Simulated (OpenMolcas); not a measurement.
# C2H8Si (dimethylsilane) at 6 levels

We compute a comparison of 6 runs (HF/STO-3G, B3LYP/6-31G*, B3LYP/def2-SVP, PBE0/def2-SVP, TPSS/def2-SVP, r2SCAN/def2-SVP) of C2H8Si (dimethylsilane). 

The calculation is run with OpenMolcas 26.06.

## 1. The structure to begin with

The species is C2H8Si (11 atoms), meant as a singlet with charge 0. As SMILES, `C[SiH2]C`. Geometry: relaxed at PBE0-D4/def2-TZVP.

Bond lengths: C1–Si2 1.872 Å, Si2–C3 1.872 Å, C1–H4 1.092 Å, C1–H5 1.093 Å, C1–H6 1.093 Å, Si2–H7 1.491 Å, Si2–H8 1.491 Å, C3–H9 1.093 Å, C3–H10 1.092 Å, C3–H11 1.093 Å. Some angles: C1–Si2–C3 111.5°, C1–Si2–H7 109.5°, C1–Si2–H8 109.5°, C3–Si2–H7 109.5°, C3–Si2–H8 109.5°, Si2–C1–H4 111.0°, Si2–C1–H5 110.9°, Si2–C1–H6 110.9°, Si2–C3–H9 110.9°, Si2–C3–H10 111.0°.

## 2. Energy and forces at HF/STO-3G (run 1)

run.inp reads:

```
&gateway
baslib
$CurrDir
coord
11
angstrom
C       -1.050200       0.967200      -0.661200
Si      -0.309200      -0.653200      -0.087600
C        1.346600      -0.392300       0.745700
H       -2.015800       0.806900      -1.146100
H       -0.391700       1.464600      -1.377800
H       -1.204900       1.644900       0.182100
H       -0.139900      -1.564200      -1.256100
H       -1.245100      -1.319300       0.863300
H        2.058200       0.075200       0.060400
H        1.772600      -1.342000       1.077400
H        1.244800       0.255200       1.620300
basis
STO-3G
group
NoSym
&seward
&scf
thresholds
1e-10 1e-07 1e-07 1e-05
prorbitals
0
&alaska
```

The basis set STO-3G is read from a file made from the Basis Set Exchange's data (not shown).

Launch:

```console
$ export MOLCAS_MEM=1860
$ pymolcas run.inp > run.log
```

Log:

```text
--- Start Module: gateway ---
[...]
--- Stop Module: gateway /rc=_RC_ALL_IS_WELL_ ---
[...]
      Basis functions           27
[...]
--- Start Module: scf ---
[...]
       Convergence after   9 Iterations
[...]
::    Total SCF energy                               -365.1016024645
[...]
      Total spin, S                                     0.0000000000
[...]
      Total electronic charge=   34.000000
      Total            charge=   -0.000000
[...]
      Dipole Moment (debye):
      Origin of the operator (angstrom)=   -0.0835   -0.1891   -0.0235
                   X=  6.8728E-02               Y=  1.4227E-01               Z=  1.9423E-02           Total=  1.5919E-01
      Quadrupole Moment (debye*angstrom):
[...]
 *              Molecular gradients               *
 **************************************************
  Irreducible representation: a
 ------------------------------------------------------------------------------------------
                              X                       Y                       Z
 ------------------------------------------------------------------------------------------
  C1               -6.51246435667829E-04   -1.76810836068686E-03   -5.89706829159375E-05
  SI2               1.65985325643896E-02    3.42726394425510E-02    4.71742572137057E-03
  C3               -1.02641819901717E-03   -1.52412937055688E-03   -3.47743307895776E-04
  H4               -7.81649827265962E-03   -2.06047206347053E-03   -3.84378864556512E-03
  H5                6.51735808586706E-03    3.07722921663522E-03   -6.04897454314468E-03
  H6               -8.40746499303879E-04    4.66961284729139E-03    8.04540564142275E-03
  H7                3.37780127239806E-03   -2.17634226555372E-02   -2.67637866172543E-02
  H8               -2.17951996107755E-02   -1.61701465384767E-02    2.15193255799146E-02
[...]
```

It took 1.9 s on 1 thread of Intel Xeon Platinum 8375C at 2.90GHz (Ice Lake), shared host; peak memory 0.37 GiB.

## 3. Energy and forces at B3LYP/6-31G(d) (spherical functions) (run 2)

mol.input reads:

```
&GATEWAY
 BasLib = $CurrDir
 Coord
 11
 angstrom
 C       -1.050200       0.967200      -0.661200
 Si      -0.309200      -0.653200      -0.087600
 C        1.346600      -0.392300       0.745700
 H       -2.015800       0.806900      -1.146100
 H       -0.391700       1.464600      -1.377800
 H       -1.204900       1.644900       0.182100
 H       -0.139900      -1.564200      -1.256100
 H       -1.245100      -1.319300       0.863300
 H        2.058200       0.075200       0.060400
 H        1.772600      -1.342000       1.077400
 H        1.244800       0.255200       1.620300
 Basis = 6-31Gs
 Group = NoSym

&SEWARD
 GridInput
 Grid=UltraFine
 End of Grid

&SCF
 KSDFT = B3LYP
 Thresholds = 1e-10 1e-07 1e-07 1e-05
 PrOrbitals = 1

&ALASKA
```

The basis set 6-31G* is read from a file made from the Basis Set Exchange's data (not shown).

Launch:

```console
$ export MOLCAS_MEM=1860
$ pymolcas mol.input > mol.log
```

Log:

```text
--- Start Module: gateway ---
[...]
--- Stop Module: gateway /rc=_RC_ALL_IS_WELL_ ---
[...]
      Basis functions           62
[...]
--- Start Module: scf ---
[...]
       Convergence after  12 Iterations
[...]
::    Total KS-DFT energy                            -370.5343900236
[...]
      Total spin, S                                     0.0000000000
[...]
      Total electronic charge=   34.000000
      Total            charge=   -0.000000
[...]
      Dipole Moment (debye):
      Origin of the operator (angstrom)=   -0.0835   -0.1891   -0.0235
                   X=  3.6110E-01               Y=  7.4375E-01               Z=  1.0246E-01           Total=  8.3310E-01
      Quadrupole Moment (debye*angstrom):
[...]
 *              Molecular gradients               *
 **************************************************
  Irreducible representation: a
 ------------------------------------------------------------------------------------------
                              X                       Y                       Z
 ------------------------------------------------------------------------------------------
  C1                1.43071970668451E-03   -2.29965462986392E-03    1.06570289995789E-03
  SI2               2.67568684432185E-03    5.59328054020369E-03    7.65688508111873E-04
  C3               -2.60192413478944E-03    8.57638878212774E-06   -1.34996590886027E-03
  H4                2.12421450538569E-03   -4.03092866554461E-04    1.15017129212558E-03
  H5               -8.58971762155658E-04   -1.57114915671275E-03    1.51372135639161E-03
  H6                5.97088930850864E-04   -1.92363749772451E-03   -1.29543368673435E-03
  H7                1.23278623912759E-04    6.29761698397679E-04    4.09435557444660E-04
  H8                4.73271606315162E-04    5.64504975288260E-04   -2.53768270578991E-04
[...]
```

Wall time 28 s (1 thread of Intel Xeon Platinum 8375C at 2.90GHz (Ice Lake), shared host); peak memory 0.4 GiB.

Runs 3 to 4 aren't shown in full; the table further down has their settings and results.

## 4. Energy and forces at TPSS/def2-SVP (run 5)

input.xyz reads:

```xyz
11

C     -1.050200     0.967200    -0.661200
Si    -0.309200    -0.653200    -0.087600
C      1.346600    -0.392300     0.745700
H     -2.015800     0.806900    -1.146100
H     -0.391700     1.464600    -1.377800
H     -1.204900     1.644900     0.182100
H     -0.139900    -1.564200    -1.256100
H     -1.245100    -1.319300     0.863300
H      2.058200     0.075200     0.060400
H      1.772600    -1.342000     1.077400
H      1.244800     0.255200     1.620300
```

test.input reads:

```
&GATEWAY
  BasLib = $CurrDir
  Coord = input.xyz
  Basis = def2-SVP
  Group = NoSym

&SEWARD
  GridInput
  Grid=UltraFine
  End of Grid

&SCF
  KSDFT = 2
  1.0 MGGA_X_TPSS
  1.0 MGGA_C_TPSS
  Thresholds = 1e-10 1e-07 1e-07 1e-05
  PrOrbitals = 1 2

&ALASKA
```

The basis set def2-SVP is read from a file made from the Basis Set Exchange's data (not shown).

Launch:

```console
$ export MOLCAS_MEM=1860
$ pymolcas test.input > test.log
```

Log:

```text
--- Start Module: gateway ---
[...]
--- Stop Module: gateway /rc=_RC_ALL_IS_WELL_ ---
[...]
      Basis functions           86
[...]
--- Start Module: scf ---
[...]
       Convergence after  12 Iterations
[...]
::    Total KS-DFT energy                            -370.4258378178
[...]
      Total spin, S                                     0.0000000000
[...]
      Total electronic charge=   34.000000
      Total            charge=   -0.000000
[...]
      Dipole Moment (debye):
      Origin of the operator (angstrom)=   -0.0835   -0.1891   -0.0235
                   X=  3.4878E-01               Y=  7.1842E-01               Z=  9.8948E-02           Total=  8.0471E-01
      Quadrupole Moment (debye*angstrom):
[...]
 *              Molecular gradients               *
 **************************************************
  Irreducible representation: a
 ------------------------------------------------------------------------------------------
                              X                       Y                       Z
 ------------------------------------------------------------------------------------------
  C1               -5.52346075755494E-04    1.57547867400520E-03   -4.15164582783678E-04
  SI2               2.73388689325227E-03    5.71079286828180E-03    7.82691058896945E-04
  C3                1.47612642344086E-03    4.46407219105938E-04    7.26051134477324E-04
  H4                7.40171674409273E-03    8.23203946725248E-04    3.76018532538458E-03
  H5               -4.68772036742848E-03   -4.01665839347709E-03    5.42805192859097E-03
  H6                1.33395923388546E-03   -5.38270749590986E-03   -6.14051380441794E-03
  H7               -1.24740141638380E-04    1.21702682943914E-03    1.39882939955971E-03
  H8                1.18833551912134E-03    9.38594104160639E-04   -1.11086913979852E-03
[...]
```

It took 45 s on 1 thread of Intel Xeon Platinum 8375C at 2.90GHz (Ice Lake), shared host; peak memory 0.48 GiB.

## 5. Energy and gradient at r2SCAN/def2-SVP (run 6)

calc.input reads:

```
&GATEWAY
  BasLib = $CurrDir
  Coord
  11
  angstrom
  C       -1.050200       0.967200      -0.661200
  Si      -0.309200      -0.653200      -0.087600
  C        1.346600      -0.392300       0.745700
  H       -2.015800       0.806900      -1.146100
  H       -0.391700       1.464600      -1.377800
  H       -1.204900       1.644900       0.182100
  H       -0.139900      -1.564200      -1.256100
  H       -1.245100      -1.319300       0.863300
  H        2.058200       0.075200       0.060400
  H        1.772600      -1.342000       1.077400
  H        1.244800       0.255200       1.620300
  Basis = def2-SVP
  Group = NoSym

&SEWARD
  GridInput
  Grid=UltraFine
  End of Grid

&SCF
  KSDFT = 2
  1.0 MGGA_X_R2SCAN
  1.0 MGGA_C_R2SCAN
  Thresholds = 1e-10 1e-07 1e-07 1e-05
  PrOrbitals = 1 1

&ALASKA
```

The basis set def2-SVP is read from a file made from the Basis Set Exchange's data (not shown).

Launch:

```console
$ export MOLCAS_MEM=1860
$ pymolcas calc.input > calc.log
```

Log:

```text
--- Start Module: gateway ---
[...]
--- Stop Module: gateway /rc=_RC_ALL_IS_WELL_ ---
[...]
      Basis functions           86
[...]
--- Start Module: scf ---
[...]
       Convergence after  12 Iterations
[...]
::    Total KS-DFT energy                            -370.2971122509
[...]
      Total spin, S                                     0.0000000000
[...]
      Total electronic charge=   34.000000
      Total            charge=   -0.000000
[...]
      Dipole Moment (debye):
      Origin of the operator (angstrom)=   -0.0835   -0.1891   -0.0235
                   X=  3.6085E-01               Y=  7.4320E-01               Z=  1.0236E-01           Total=  8.3248E-01
      Quadrupole Moment (debye*angstrom):
[...]
 *              Molecular gradients               *
 **************************************************
  Irreducible representation: a
 ------------------------------------------------------------------------------------------
                              X                       Y                       Z
 ------------------------------------------------------------------------------------------
  C1               -1.48789963894735E-03    3.06929792682098E-03   -1.07473323037510E-03
  SI2               4.72771978351272E-04    1.05965085119220E-03    1.40792325566741E-04
  C3                3.14491987498666E-03    4.63376131798657E-04    1.59446628083826E-03
  H4                5.39811600662254E-03    5.30564837861403E-04    2.74946343917182E-03
  H5               -3.40795416527095E-03   -2.95745687037563E-03    3.97575858986121E-03
  H6                9.93690607858255E-04   -3.96483454747498E-03   -4.48566031668829E-03
  H7               -2.76849996015072E-04    1.61795414796284E-03    2.04518151723754E-03
  H8                1.66261052609418E-03    1.20064287919908E-03   -1.66571416880590E-03
[...]
```

It took 43 s on 1 thread of Intel Xeon Platinum 8375C at 2.90GHz (Ice Lake), shared host; peak memory 0.48 GiB.

## 6. The series

```
run                               level  integration grid  energy (Eh)  dipole moment (D)  HOMO energy (eV)  LUMO energy (eV)  wall time
  1                           HF/STO-3G                 –  -365.101602               0.16            -10.38             14.12      1.9 s
  2  B3LYP/6-31G* (spherical functions)         UltraFine  -370.534390               0.83             -8.39              1.60       28 s
  3                      B3LYP/def2-SVP         UltraFine  -370.406065               0.79             -8.56              1.34       35 s
  4                       PBE0/def2-SVP         UltraFine  -370.154275               0.81             -8.82              1.63       35 s
  5                       TPSS/def2-SVP         UltraFine  -370.425838               0.80             -7.59              1.07       45 s
  6                     r2SCAN/def2-SVP         UltraFine  -370.297112               0.83             -7.79              1.36       43 s
```

## 7. Results

| quantity | value |
| --- | --- |
| run 6: total energy | -370.29711 Eh |
| run 6: dipole moment | 0.83 D |
| run 6: HOMO energy | -7.79 eV |
| run 6: LUMO energy | 1.36 eV |
| run 6: HOMO–LUMO gap | 9.15 eV |
| run 6: largest force on an atom | 0.313 eV/Å |

What this shows: The dipole moment (its size) runs from 0.16 D (HF/STO-3G) to 0.83 D (B3LYP/6-31G*). The two ends differ in method and basis. The HOMO–LUMO gap runs from 8.66 eV (TPSS/def2-SVP) to 24.50 eV (HF/STO-3G). Totals of different functionals can't be ranked against each other. In run 1 the basis is minimal, so the values are rough. All runs together took 3.1 min, the longest 45 s.
